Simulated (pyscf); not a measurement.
A first-order saddle from PySCF, ωB97X-D3(BJ)/def2-SVP:

```xyz
7

O     -0.1355     0.3452     1.4223
W     -1.1024    -0.1640     0.1375
O     -0.5042    -1.6643    -0.3492
F     -2.2409     1.0830    -1.0497
F     -2.7162    -0.5840     0.9545
Cl     0.2606     1.1213    -1.5945
H     -1.1562     1.4208    -1.6512
```
Charge 0, spin multiplicity 1.

Surface: singlet, charge 0. Lowest wavenumbers (cm⁻¹): 582i, 66, 181, 199, 262.

Q: What reaction is this the transition state of?

A: O=W(=O)(F)–F + hydrogen chloride (HCl) ⇌ O=W(=O)(F)–Cl + hydrogen fluoride (HF), a four-centre exchange read from left to right: F–W, Cl–H broken and Cl–W, F–H formed. At ωB97M-D3(BJ)/def2-TZVP it lies +10.3 kcal/mol from the left side and +9.2 kcal/mol from the right (each side as separated species at their lowest minima found). On the reactant side the descent ends in a complex, 4.3 kcal/mol under the separated species and 9.7 kcal/mol under the saddle at ωB97X-D3(BJ)/def2-TZVP. On the product side the descent ends in a complex, 6.2 kcal/mol under the separated species and 14.7 kcal/mol under the saddle at ωB97X-D3(BJ)/def2-TZVP. At ωB97X-D3(BJ)/def2-TZVP the barrier from the zero used here is 5.5 kcal/mol. One saddle was located; it need not be the lowest between these sides. Elements past Kr carry the def2 core potentials, without spin-orbit coupling.
